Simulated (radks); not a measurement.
**Cl²⁺ in [Ne] 3s2 3p3: an all-electron calculation**

One table from this session's results is given with a row withheld; the runs are named, their logs left out.

The numbers are computed with radks (a radial shooting solver on a logarithmic mesh, Libxc functionals) version 1 (non-relativistic Kohn-Sham, r2SCAN, spin-unpolarised, spherical densities, point nucleus), except any that are marked as measured or tabulated.

## Starting point

| Property | Result |
| --- | --- |
| element | chlorine (Z = 17) |
| charge | +2 |
| electrons | 15 |
| configuration | [Ne] 3s2 3p3 |

Outer shells as boxes (Hund's rule):

Cl²⁺
```
[Ne] core
3s [↑↓]
3p [↑ ][↑ ][↑ ]
```

The first run:

The run's settings:

```text
Z 17
configuration [Ne] 3s2 3p3 4s0 3d0
relativity non-relativistic
functional r2scan,r2scan
spin unpolarised
nucleus point
```

On the command line:

```
> python run_ks.py task.json out
```

This one command runs every case of the session in turn.

One table of the session follows, with a row left open; its other results are not shown here.

It belongs to the step «Radial structure». Radial moments (bohr):

```
level      <r>  outermost maximum (interpolated)  90 % within  nodes
   1s  0.09142                            0.0599        0.163      0
   2s   0.4442                             0.363        0.693      1
   2p   0.4063                             0.302        0.673      0
   3s    1.455                              1.26         2.17      2
   3p    1.604                              1.35         2.44      1
   3d        ?                                 ?            ?      ?
```

Estimate the missing values for 3d.

The run gave: <r>: 2.129; outermost maximum (interpolated): 1.63; 90 % within: 3.48; nodes: 0. In the column «<r>» it is the highest.

Limits of these values: Spin polarisation and multiplet splitting are left out.
